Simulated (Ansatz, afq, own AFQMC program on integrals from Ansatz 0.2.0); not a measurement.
**BH3, triplet, reference energies and how methods fare**

```xyz
4

B    -0.1149    0.0000    0.0891
H     0.3114    0.5391   -0.9919
H     0.6095    0.0000    1.0286
H     0.3113   -0.5391   -0.9919
```

Geometry: a PBE0/def2-TZVP stationary point, not shown to be a minimum. Basis cc-pVDZ. Noble-gas cores (and the filled d shells of Ga–Kr and In–Xe) are frozen. Integrals, coupled cluster, full CI and functionals: Ansatz 0.2.0; the random walks run on the same integrals in our own AFQMC program. ph-AFQMC/CISD is guided by a CISD state made of CCSD amplitudes; releasing the constraint for a short imaginary time cuts its bias at the price of noise, slowly where states lie close. ± is one standard error of the sampling.

Best estimates are CCSD(T) at the basis-set limit (def2-TZVPP/QZVPP) plus the step from CCSD(T) to the highest rung at hand in cc-pVDZ, named in the table (released AFQMC can keep some 10 meV of bias). No zero-point, core-correlation or spin–orbit terms. Other levels are in cc-pVDZ, the functionals in def2-TZVP; a dash marks a level that is missing or breaks spin symmetry for a member.

Cautions: BH₃ (triplet): lower spins were not checked.

```csv
process,best estimate (kJ/mol),highest rung
"to charge +1, doublet (vertical)",909,FCI
to free atoms,803,FCI
```

Errors against the best estimates in kJ/mol, the processes numbered in the order above:

| level | error, 1 | error, 2 |
| --- | --- | --- |
| MP2 | -13 | -64 |
| CCSD(T) | -11 | -62 |
| ph-AFQMC/CISD | -10 ± 0.5 | -62 ± 0.4 |
| CCSD(T)/CBS | 0 | -1 |
| PBE | 4 | 31 |
| r2SCAN | 14 | 51 |
| PBE0 | 5 | 24 |
| B3LYP | -1 | 20 |
| wB97M-V | -15 | 10 |
| B2PLYP | -12 | -1 |

Cost at the first geometry: PBE0/cc-pVDZ, 0.24 s on 1 thread of Intel(R) Xeon(R) 6975P-C (Granite Rapids), on a shared host; UCCSD(T)/cc-pVDZ, 0.27 s on 1 thread of Intel(R) Xeon(R) 6975P-C (Granite Rapids) (shared host); CCSD(T)/def2-QZVPP, 10 s on 1 thread of Intel(R) Xeon(R) 6975P-C (Granite Rapids), with other jobs on the host; CCSDT(Q), 1.5 s on 1 thread of Intel(R) Xeon(R) 6975P-C (Granite Rapids) (shared host); ph-AFQMC/CISD with release, 72 s on 1 thread of Intel(R) Xeon(R) 6975P-C (Granite Rapids), with other jobs on the host.

Best estimates are given only where the step beyond CCSD(T) is under 0.3 eV and no member's determinant is very poor (T1 over 0.05, or 0.07 for open shells, ⟨S²⟩ too high by 0.3, two states mixed), so the hardest cases are missing from such tables.

The functionals ran in a triple-zeta set and keep a basis error of their own, a few kJ/mol for each bond in atomization energies and more for double hybrids, so close places among them and the extrapolated levels can swap.

CCSDT and higher add their correlation energy to the determinant of the CCSD(T) run, since their own runs factorise the integrals more tightly (a shift of under 2 meV). Each member of a difference takes its own highest rung, so a best estimate needn't equal the limit plus the step of one row. A walk keeps the symmetry of its determinant, which the program's search chose and which needn't be the lowest solution, so a lower state of the same spin and another symmetry isn't excluded.
